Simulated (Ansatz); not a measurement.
SiH3S (SMILES [SiH2]S): methods side by side

The species is SiH3S (5 atoms), meant as a doublet with charge 0. SMILES: `[SiH2]S`. The coordinates come from a PBE0-D4/def2-TZVP relaxation. This is one conformer, not always the lowest.

```xyz
5

Si   -0.0963   -0.6940   -0.3093
S     0.2731    1.4060   -0.2945
H    -0.0945   -1.2568    1.0730
H    -1.4403   -0.8432   -0.9299
H     1.4078    1.3143    0.4193
```

Each level gives the energy change with the S2–H5 bond stretched from 1.344 to 2.687 Å (eV). The values are calculated.

```
           level                    kind  program  value (eV)  less FCI/STO-3G  CPU time (all runs)
 U-revPBE/STO-3G                     GGA   Ansatz        3.95            +0.51                3.8 s
 U-r2SCAN/STO-3G                meta-GGA   Ansatz        4.14            +0.70                 13 s
  U-wB97X/STO-3G  range-separated hybrid   Ansatz        4.51            +1.07                 32 s
  UB2PLYP/STO-3G           double hybrid   Ansatz        4.12            +0.68                7.2 s
     UMP2/STO-3G     perturbation theory   Ansatz        3.77            +0.33               0.63 s
UCCSDT(Q)/STO-3G   coupled cluster or CI   Ansatz        3.44             0.00                1.9 s
  UCCSDTQ/STO-3G   coupled cluster or CI   Ansatz        3.44             0.00                 63 s
      FCI/STO-3G      exact in the basis   Ansatz        3.44             0.00                3.8 s
```

FCI/STO-3G is exact within its basis and frozen core, so for wave-function methods in that basis the difference is their error; functionals converge differently with the basis, so for them it is only a difference. The first shape isn't each level's own minimum. The values span 3.44 to 4.51 eV. Spin contamination of the reference (⟨S²⟩ at least 0.1 too high) touches U-revPBE/STO-3G, U-r2SCAN/STO-3G, U-wB97X/STO-3G, UB2PLYP/STO-3G, UMP2/STO-3G, UCCSDT(Q)/STO-3G, UCCSDTQ/STO-3G. All rows use very small basis sets, so even the best lies far from the true value. CPU times are rough (shared hosts, several kinds of processor): they show what a rung costs within a factor of a few.
